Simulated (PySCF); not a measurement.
CH, SMILES [CH] (connectivity only; charge and spin as stated), charge +1, multiplicity 1.

Geometry: B3LYP-D3(BJ)/def2-TZVPD.

Level of theory: PySCF 2.14.0 with B3LYP-D3(BJ)/def2-TZVPD.

No scaling factor is applied to the harmonic values.

Computed normal modes with their intensities:
```
mode  ν (cm⁻¹)  IR (km/mol)  moving atoms (share of kinetic energy)
----  --------  -----------  --------------------------------------
1         2798          1.3                                  H 92 %
```
